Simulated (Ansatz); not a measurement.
```yaml
crystal:
  periodic: [false, false, false]
  atoms:
    - {symbol: Al, position_ang: [-0.958949, -0.045418, -0.000563]}
    - {symbol: B, position_ang: [0.965435, -0.354496, -0.001205]}
    - {symbol: B, position_ang: [2.415849, -0.350676, -0.001328]}
    - {symbol: H, position_ang: [-2.422335, 0.750590, 0.003096]}
basis:
  gaussian: {orbitals: def2-TZVP}
magnetization: {spin_polarized: true, initial_magnetization: 2}
hamiltonian: {xc: pbe0}
relax: {f_tol: 0.004, max_steps: 80}
```

```sh
$ ansatz run in.yaml --threads 1 --pin off --events-out ev --progress --plain --max-ram 2176MiB
```

Steps of the relaxation (energy above the last step; positions in Å, forces in eV/Å):

```
4
step 1, 191.9 meV
Al   -0.959   -0.045   -0.001   -0.627    0.667    0.003
B     0.965   -0.354   -0.001   -2.732    0.054    0.000
B     2.416   -0.351   -0.001    2.511   -0.084   -0.001
H    -2.422    0.751    0.003    0.849   -0.637   -0.003
```

```
4
step 2, 33.2 meV
Al   -0.965    0.050    0.000    0.218    0.129    0.001
B     0.941   -0.315   -0.001   -0.759    0.091    0.001
B     2.439   -0.406   -0.002    0.552   -0.098   -0.001
H    -2.415    0.671    0.003   -0.011   -0.123   -0.001
```

```
4
step 3, 5.8 meV
Al   -0.942    0.144    0.000    0.016    0.078   -0.010
B     0.944   -0.264   -0.001    0.164   -0.015    0.010
B     2.454   -0.476   -0.002   -0.241    0.008   -0.004
H    -2.455    0.596    0.002    0.060   -0.072    0.003
```

```
4
step 8, 0.0 meV
Al   -0.927    0.204    0.001    0.003   -0.002    0.000
B     0.954   -0.211    0.000    0.000    0.000    0.000
B     2.437   -0.531   -0.003   -0.002    0.000    0.000
H    -2.464    0.538    0.002   -0.002    0.001    0.000
```

Close pairs at the end: B2–B3 1.517 Å, Al1–H4 1.573 Å, Al1–B2 1.926 Å.

A stationary point of unrestricted PBE0 after 8 steps, with ⟨S²⟩ = 2.132 against 2.00 for a pure state; no frequencies were run, so it isn't proven a minimum. 4.8 min on 1 thread of Arm Neoverse V1, shared host.
